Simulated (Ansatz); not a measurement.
in.yaml

```yaml
crystal:
  periodic: [false, false, false]
  atoms:
    - {symbol: Cu, position_ang: [0.000000, 0.000000, 1.635000]}
    - {symbol: C, position_ang: [0.000000, 0.000000, -0.261200]}
    - {symbol: O, position_ang: [0.000000, 0.000000, -1.373800]}
basis:
  gaussian: {orbitals: def2-SVP}
total_charge: 1
correlation: {method: sc_nevpt2, electrons: outside_noble_gas, active_space: {window: {electrons: 8, orbitals: 8}}}
```

```sh
$ ansatz run in.yaml --threads 1 --pin off --events-out ev --progress --plain --max-ram 2393MiB
```

Roughly how long does this take on 1 thread of Arm Neoverse V1, shared host, and how much host memory?

20 s wall and 0.14 GiB.

```
620 factors; integrals over basis functions are off by at most 8.4e-4 eV
mean field evaluation 1: about -47638.5713 eV, gradient 8.5e1 eV
mean field evaluation 2: about -47639.0027 eV, gradient 8.5e1 eV
mean field evaluation 4: about -47650.3031 eV, gradient 7.9e0 eV
mean field evaluation 8: about -47650.4978 eV, gradient 1.0e0 eV
mean field evaluation 16: about -47650.5018 eV, gradient 4.6e-6 eV
mean field -47650.50182476 eV, -1751.1236433896 hartree, gradient 4.6e-6 eV, S^2 0.000000; 0 other end points of the search recorded, 0 dependent functions left out
reference -47650.50182476 eV, -1751.1236433896 hartree; 21, 21 occupied and 38, 38 virtual orbitals, 620 factors
state -47654.76046188 eV, -1751.2801454172 hartree
state -47654.76046188 eV, -1751.2801454172 hartree; corrected -47665.87042875 eV, -1751.6884291692 hartree
state -47654.46216836 eV, -1751.2691833327 hartree
state -47654.46216836 eV, -1751.2691833327 hartree; corrected -47665.94352370 eV, -1751.6911153592 hartree
state -47654.46216836 eV, -1751.2691833327 hartree; corrected -47665.94352370 eV, -1751.6911153592 hartree
state -47653.54881981 eV, -1751.2356183925 hartree
state -47653.54881981 eV, -1751.2356183925 hartree; corrected -47664.86706750 eV, -1751.6515563234 hartree
state -47654.46216836 eV, -1751.2691833327 hartree; corrected -47665.94352370 eV, -1751.6911153592 hartree
WARN: the results are in doubt because another end's mean lies 0.298 eV lower, and its corrected mean 0.073 eV higher
Total energy: -47665.94352370 eV, -1751.6911153592 hartree
In doubt: another end's mean lies 0.298 eV lower, and its corrected mean 0.073 eV higher
```

Natural occupations: 1.9844 1.9803 1.9496 1.9496 0.0528 0.0528 0.0192 0.0113.
